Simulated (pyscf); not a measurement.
PySCF, gas phase, ωB97X-D3(BJ)/def2-SVP geometries.

Problem. H₃C–SnH₃ + hydrogen fluoride (HF) -> H₃C–SnH₂–F + hydrogen (H₂)
Surface: singlet. Broken: H–Sn, F–H. Formed: F–Sn, H–H. Give ΔE‡ and ΔE from ωB97M-D3(BJ)/def2-TZVP, relative to the separated reactants.

Solution. ΔE‡ = 1.08 eV, ΔE = -0.47 eV. Zero-point energy shifts the barrier by -0.01 eV. It is a four-centre exchange, with an imaginary mode of 1124i cm⁻¹. At the saddle there is also a short H–Sn contact that neither side keeps. This is the saddle that the search found; another between the same sides may lie lower. Elements past Kr carry the def2 core potentials, without spin-orbit coupling.
